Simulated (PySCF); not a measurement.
C₄H₈ (cyclic), optimised at B3LYP/6-31G*:

```xyz
12

C      0.2983     0.9997    -0.3096
C      1.0315    -0.3265     0.0332
C     -0.3270    -0.9059     0.5157
C     -1.0440     0.2177    -0.2827
H      0.3620     1.7204     0.5133
H      0.5735     1.5101    -1.2385
H      1.3893    -0.8347    -0.8692
H      1.8538    -0.2836     0.7551
H     -0.5600    -1.9443     0.2575
H     -0.4584    -0.7801     1.5962
H     -1.3341    -0.1207    -1.2837
H     -1.9085     0.7028     0.1825
```

Energies from PySCF (xtb for GFN2), thermal terms from the rigid-rotor harmonic-oscillator model, ideal gas at 1 bar. 6-31G* has spherical d functions here. All species are closed-shell singlets. B3LYP is the form with VWN-RPA correlation.

Task: List the harmonic frequencies (cm⁻¹, unscaled) at this level and at the other levels, each on its own geometry.

Result: 
- B3LYP/6-31G*: 188, 641, 760, 760, 891, 924, 924, 952, 972, 1023, 1183, 1189, 1263, 1263, 1271, 1277, 1309, 1309, 1512, 1512, 1519, 1551, 3063, 3063, 3063, 3070, 3098, 3112, 3112, 3129
- GFN2-xTB: 87, 706, 792, 792, 830, 982, 1011, 1011, 1058, 1095, 1156, 1175, 1208, 1208, 1250, 1258, 1269, 1269, 1474, 1480, 1480, 1503, 2988, 3003, 3004, 3011, 3017, 3017, 3020, 3026
- HF/6-31G*: 202, 688, 815, 815, 964, 989, 989, 1017, 1046, 1082, 1290, 1294, 1368, 1368, 1392, 1395, 1438, 1438, 1632, 1632, 1632, 1676, 3217, 3221, 3221, 3230, 3256, 3268, 3268, 3288
- PBE/def2-SVP: 174, 615, 732, 732, 847, 908, 908, 935, 943, 1014, 1123, 1130, 1203, 1203, 1204, 1213, 1242, 1242, 1402, 1402, 1408, 1444, 2986, 2987, 2987, 2994, 3033, 3046, 3046, 3060
- PBE0/def2-TZVP: 205, 625, 756, 756, 896, 934, 934, 964, 965, 1042, 1172, 1174, 1253, 1253, 1256, 1257, 1290, 1290, 1474, 1474, 1481, 1516, 3067, 3068, 3068, 3072, 3108, 3121, 3121, 3138
